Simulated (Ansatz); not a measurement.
Isomers of C6H10, relaxed with PBE0-D4/def2-TZVP in Ansatz; electronic energies, one conformer each and not always the lowest. Functionals use def2-TZVPP; CBS adds triple-zeta CCSD(T) − MP2 to the MP2 limit of def2-TZVPP and def2-QZVPP.

Q: Order them by energy at frozen-core CCSD(T)/CBS, lowest first. (Best estimate.)
A. `CC1=CCCC1`
B. `C1=CCCCC1`
C. `CC1C=CCC1`
D. `CC#CCCC`
E. `C1C[C@@H]2C[C@@H]2C1`
F. `C#CC(C)(C)C`

A: B (0.0 kJ/mol), A (4.6 kJ/mol), C (14.3 kJ/mol), E (41.3 kJ/mol), D (117.0 kJ/mol), F (123.2 kJ/mol).

Q: How do r2SCAN-D4, B2PLYP, PBE0-D4, B3LYP place them (kJ/mol, against `C1=CCCCC1`)? (Estimate.)

A: Computed: 
```csv
isomer,r2SCAN-D4,B2PLYP,PBE0-D4,B3LYP
`C#CC(C)(C)C`,137.0,119.2,151.6,124.5
`C1C[C@@H]2C[C@@H]2C1`,35.4,44.9,28.3,50.8
`CC1C=CCC1`,16.8,15.1,16.9,16.7
`CC#CCCC`,120.6,102.6,131.2,98.2
`CC1=CCCC1`,2.5,1.9,2.1,1.0
```

B3LYP here is the variant with VWN-RPA as its local correlation; programs differ in this.
